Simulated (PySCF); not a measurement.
Heteronuclear NMR

Geometry:
```tsv
atom	x (Å)	y (Å)	z (Å)
N1	-2.436	0.207	-0.356
C2	-1.292	0.102	-0.183
C3	0.061	-0.025	0.022
C4	1.251	-0.137	0.199
F5	2.491	-0.257	0.384
```

All values are calculated (PySCF): PBE0-D3(BJ)/def2-SVP structure, B3LYP/pcJ-1 coupling constants, shielding tensors at PBE0/pcSseg-1 (GIAO). One conformer, isolated molecule, non-relativistic Hamiltonian.

(1) Where does $^{19}$F resonate?

(2) Where does $^{15}$N resonate?

## Answers

(1) 
```tsv
atoms	environment	σ (ppm)	δ (ppm)
F5	fluorine bonded to C	384.1	-201.0
```

Shieldings were converted by a linear fit to measured shifts: $^{19}$F: δ = 160.63 − 0.942σ +14.9 on sp3 carbon (rms 6.9 ppm, 221 shifts, 7.7 ppm with the 5 outliers that the fit left out vs CFCl3, solution or neat liquid). A few per cent of atoms miss by over 2 rms, more outside the fitted compound classes. Couplings are scaled by factors fitted to measured values: $^{1}J$(C,F) × 0.77 (rms 7.3 Hz), $^{2}J$(C,F) × 1.09 (rms 1.9 Hz, 5.0 with 1 outliers), $^{3}J$(C,F) × 1.48 (rms 1.3 Hz); all others are unscaled and can be 10–30 % off.

Couplings (the largest are listed; each averaged over equivalent pairs): $^{1}J$(C4,F5) = -319.9 Hz, $^{2}J$(C3,F5) = 54.2 Hz, $^{3}J$(C2,F5) = -25.9 Hz.

On a 300 MHz spectrometer $^{19}$F resonates near 282.3 MHz, so 1 ppm is 282.3 Hz.

(2) 
```json
{"atoms": "N1", "environment": "nitrile nitrogen", "σ (ppm)": "-43.2", "δ (ppm)": "-110.9"}
```

Shieldings were converted by a linear fit to measured shifts: $^{15}$N (scatter 7.2 ppm rms vs CH3NO2, solution or neat liquid). Occasional misses reach two or three times the rms, and more in compound classes unlike the fitted ones. Couplings are scaled by factors fitted to measured values: $^{1}J$(C,F) × 0.77 (rms 7.3 Hz), $^{2}J$(C,F) × 1.09 (rms 1.9 Hz, 5.0 with 1 outliers), $^{3}J$(C,F) × 1.48 (rms 1.3 Hz); all others are unscaled and can be 10–30 % off.

Couplings (the largest are listed; each averaged over equivalent pairs): $^{1}J$(N1,C2) = -22.0 Hz, $^{2}J$(N1,C3) = 5.5 Hz, $^{3}J$(N1,C4) = -10.7 Hz. Signs are for $^{15}$N, whose magnetogyric ratio is negative.

On a 400 MHz spectrometer $^{15}$N resonates near 40.5 MHz, so 1 ppm is 40.5 Hz.
